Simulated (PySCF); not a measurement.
Method: B3LYP-D3(BJ)/def2-TZVP // PBE0-D4/def2-TZVP (PySCF). Isolated molecules, 0 K electronic values unless said otherwise. B3LYP has the VWN-RPA correlation part, as in Gaussian. Excitations are Tamm–Dancoff values on a coarser integration grid. The basis has no diffuse functions, so Rydberg states are missing or too high.

Reference species (SMILES): `ClB(Cl)Cl` (neutral, multiplicity 1).

```
Property                                       Value
-------------------------------------------  -------
S1 excitation (TDA)                          5.61 eV
brightest of the four lowest singlets (TDA)  7.10 eV
```

Changed species: `CB(Cl)C` (2 of 3 Cl replaced by CH3; the reference has 0 of 3 Cl replaced by CH3).

### Question
What does the change do to the S1 excitation (TDA) and brightest of the four lowest singlets (TDA)?

### Answer
the S1 excitation (TDA) goes up by 0.16 eV, to 5.77 eV; the brightest of the four lowest singlets (TDA) rises by 0.46 eV, to 7.56 eV.
